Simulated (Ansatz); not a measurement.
The same path of C2H8Si + H (12 atoms, charge 0, multiplicity 2) was run twice with different band settings. Lost on the way: Si1–H2. Made: H2–H12.

Theory: UHF/6-31G* (Ansatz).

Relaxed end points:

```xyz
12
Properties=species:S:1:pos:R:3
Si -0.014 -0.026 -0.290
H -0.184 -0.307 1.154
C 1.828 0.040 -0.708
H 2.322 -0.894 -0.456
H 1.986 0.220 -1.768
H 2.326 0.835 -0.160
C -0.883 1.594 -0.726
H -1.941 1.551 -0.483
H -0.453 2.429 -0.179
H -0.798 1.815 -1.786
H -0.648 -1.140 -1.035
H -0.173 -0.298 4.608
```

```xyz
12
Properties=species:S:1:pos:R:3
Si -0.121 -0.223 -1.004
H -0.088 -0.127 3.560
C 1.758 -0.101 -0.781
H 2.233 -1.069 -0.915
H 2.194 0.585 -1.504
H 2.012 0.259 0.211
C -0.967 1.461 -0.791
H -2.041 1.381 -0.931
H -0.790 1.864 0.202
H -0.591 2.182 -1.514
H -0.440 -0.787 -2.339
H 0.206 0.396 3.978
```

Common settings: movable images 7; climbing image yes; spring 5.0 eV/Å²; start path through a guess of the saddle point; force threshold 0.05 eV/Å; iteration limit 60; end points relaxed.

| run | optimiser | largest step |
| --- | --- | --- |
| 1 | quadratic models (default) | default |
| 2 | fire | 0.02 Å |

(1) What does each run give, and how far can it be trusted?

## Answers

(1) Run 1: converged after 15 iterations, highest image 0.740 eV above the first end. A vibrational analysis at the climbing image gives one clearly imaginary mode, 1960i cm⁻¹: a first-order saddle point.
Run 2: converged after 45 iterations, highest image 0.789 eV above the first end. The order of the point at the top wasn't checked.
